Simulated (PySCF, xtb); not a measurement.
Potential energy surface of C2H6O, singlet: bend at the central O, local threefold symmetry of each CH3 group. Scanned: C-O-C angle. Other coordinates (O-C length, H-C-O angle, C-H length) were minimised at PBE0/def2-TZVP.

- RKS-BP86/6-31G* = restricted BP86/6-31G*, spherical d run with PySCF
- GFN1-xTB (xtb)
- RHF/6-31G* = restricted Hartree-Fock/6-31G*, spherical d (PySCF)
- wB97X-V/def2-TZVP, density fitting (PySCF)

Energies relative to the lowest point of each profile, in mEh; the last columns give the difference from wB97X-V:

```csv
a / °,RKS-BP86/6-31G*,GFN1-xTB,RHF/6-31G*,wB97X-V,RKS-BP86/6-31G* − wB97X-V,GFN1-xTB − wB97X-V,RHF/6-31G* − wB97X-V
180,53.5,45.9,56.7,54.9,-1.4,-9.0,1.7
172.50,52.1,44.5,55.0,53.4,-1.3,-8.9,1.6
165,47.9,40.4,50.2,49.0,-1.1,-8.7,1.2
157.50,41.5,34.2,42.9,42.3,-0.8,-8.2,0.6
150,33.5,26.7,33.9,34.0,-0.5,-7.3,-0.1
142.50,24.8,18.9,24.3,25.0,-0.2,-6.0,-0.7
135,16.1,11.5,15.1,16.1,0.0,-4.6,-1.0
127.50,8.5,5.4,7.2,8.3,0.2,-3.0,-1.1
120,2.8,1.2,1.8,2.6,0.2,-1.4,-0.9
112.50,0.0,0.0,0.0,0.0,0.0,0.0,0.0
105,1.3,2.9,3.4,1.8,-0.5,1.1,1.6
97.50,8.5,11.7,14.3,9.8,-1.3,1.9,4.5
90,24.1,29.2,35.6,26.6,-2.5,2.6,9.0
```

RKS-BP86/6-31G* is furthest from wB97X-V at 90 (-2.5 mEh, below); its mean absolute difference over the points is 0.8 mEh.

GFN1-xTB is furthest from wB97X-V at 180 (-9.0 mEh, below); its mean absolute difference over the points is 4.8 mEh.

RHF/6-31G* is furthest from wB97X-V at 90 (9.0 mEh, above); its mean absolute difference over the points is 1.8 mEh.
